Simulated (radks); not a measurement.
# Si²⁺ in [Ne] 3s1 4s1: an all-electron calculation

An exercise on one series of results from a longer session: the logs are not shown, and one member is left open.

Method: non-relativistic Kohn-Sham, PBE, spin-polarised, spherical densities, point nucleus; open shells are filled with parallel spins first. Code: radks (a radial shooting solver on a logarithmic mesh, Libxc functionals) version 1.

**The atom as given**

```
element       : silicon (Z = 14)
charge        : +2
electrons     : 12
configuration : [Ne] 3s1 4s1
```

Outer shells as boxes (Hund's rule):

Si²⁺
```
[Ne] core
3s [↑ ]
4s [↑ ]
```

Set-up of the first run:

The run's settings:

```text
Z 14
configuration [Ne] 3s1 4s1
relativity non-relativistic
functional pbe,pbe
spin polarised
nucleus point
```

One table of the session follows, with a row left open; its other results are not shown here.

It belongs to the step «Shells». Radial moments (bohr):

| level | <r> | outermost maximum (interpolated) | 90 % within | nodes |
| --- | --- | --- | --- | --- |
| 1s up | 0.1116 | 0.0730 | 0.199 | 0 |
| 1s down | 0.1116 | 0.0730 | 0.199 | 0 |
| 2s up | 0.5686 | 0.456 | 0.896 | 1 |
| 2s down | 0.5678 | 0.456 | 0.894 | 1 |
| 2p up | 0.5358 | 0.388 | 0.900 | 0 |
| 2p down | 0.5344 | 0.388 | 0.896 | 0 |
| 3s up | 1.866 | 1.64 | 2.77 | 2 |
| 4s up | ? | ? | ? | ? |

Estimate the missing values for 4s up.

The run gave: <r>: 4.293; outermost maximum (interpolated): 4.12; 90 % within: 6.07; nodes: 3. In the column «<r>» it is the highest.
